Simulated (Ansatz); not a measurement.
Frontier orbitals of C3H4S (`CC=C=S`).

```xyz
8

C     0.8071   -0.5884   -0.1542
C    -0.3383    0.3526   -0.3823
C    -1.1519    0.7611    0.5516
S    -2.1159    1.2416    1.6730
H     0.6923   -1.4918   -0.7595
H     1.7546   -0.1198   -0.4345
H     0.8701   -0.8851    0.8925
H    -0.5180    0.7298   -1.3865
```

The species carries charge 0 and has multiplicity 1. All single points use the PBE0-D4/def2-TZVP geometry. Basis def2-TZVPP, Ansatz.

A caution on the coupled-cluster cation, which keeps the state that its UHF reference found: spin contamination of the cation.

```tsv
functional	HOMO (eV)	LUMO (eV)	gap (eV)
PBE	-5.17	-2.94	2.23
revPBE	-5.12	-2.86	2.26
BLYP	-5.01	-2.78	2.23
PBE0	-6.23	-2.00	4.23
CAM-B3LYP	-7.45	-0.84	6.61
ωB97M-V	-8.26	0.17	8.43
```

What is the vertical ionisation energy at frozen-core CCSD(T)/CBS(def2)? (An estimate is asked.)

The calculation gave: 8.60 eV (T1 of the cation 0.035).

Against PBE, PBE0 changes HOMO and LUMO by −1.06 and +0.93 eV, ωB97M-V by −3.09 and +3.11 eV. A gap of 2.23 eV thus becomes 8.43 eV for the same molecule, so an orbital gap means little without its functional. A positive LUMO is unbound and depends on the basis. −ε(HOMO) differs from that ionisation energy by −3.43 eV with PBE and −0.34 eV with ωB97M-V.
